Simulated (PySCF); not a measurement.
## C₂⁺: a composite coupled-cluster calculation

State: quartet, unpaired electrons σ ↑, π ↑↑. De refers to C⁺ + C. ROHF-based CCSD(T) in PySCF 2.14 with C cc-pVTZ and C cc-pVQZ (frozen core orbitals: 2; no relativity). Correlation energies are extrapolated as n⁻³ (n = 3, 4), Hartree–Fock as (n+1)·exp(−9√n). CV is the change on freezing 0 orbitals instead, in C cc-pwCVTZ. SR is the spin-free X2C energy in C cc-pVTZ-DK less the non-relativistic one in C cc-pVTZ.

| Level | Re (Å) | ωe (cm⁻¹) | ωexe (cm⁻¹) | αe (cm⁻¹) | De (eV) |
| --- | --- | --- | --- | --- | --- |
| CCSD(T)/TZ | 1.4119 | 1349.9 | 11.7 | 0.0166 | 5.513 |
| CCSD(T)/QZ | 1.4073 | 1355.8 | 11.6 | 0.0166 | 5.598 |
| HF/CBS | 1.3754 | 1474.4 | 10.9 | 0.0159 | 3.641 |
| MP2/CBS | 1.4015 | 1389.4 | 10.4 | 0.0154 | 5.898 |
| CCSD/CBS | 1.3962 | 1396.3 | 11.4 | 0.0163 | 5.316 |
| CCSD(T)/CBS | 1.4049 | 1361.7 | 11.6 | 0.0166 | 5.649 |
| CCSD(T)/CBS+CV | 1.4015 | 1369.5 | 11.6 | 0.0166 | 5.678 |
| CCSD(T)/CBS+CV+SR | 1.4014 | 1368.7 | 11.7 | 0.0167 | 5.674 |

Problem. How much is left between CCSD(T)/QZ and the basis-set limit, and how much do the triples give at the limit?

Solution. CCSD(T)/CBS less CCSD(T)/QZ: -2.4 mÅ in Re, +5.9 cm⁻¹ in ωe and +0.051 eV in De. CCSD(T)/CBS less CCSD/CBS: +8.7 mÅ in Re, -34.6 cm⁻¹ in ωe and +0.333 eV in De.

Problem. What do the later terms add?

Solution. CV: -3.4 mÅ in Re, +7.8 cm⁻¹ in ωe and +0.029 eV in De; SR: -0.1 mÅ in Re, -0.8 cm⁻¹ in ωe and -0.004 eV in De, each against the row above.

The T1 diagnostic is 0.022. The state was picked by a PBE0 search and need not be the measured ground state. Spin–orbit coupling, excitations beyond (T) and corrections to the Born–Oppenheimer picture are left out.

The whole job (state search and all basis sets along the bond) took about 8.4 min on 4 threads of Arm Neoverse V1 (shared host), peak memory 8 GiB.
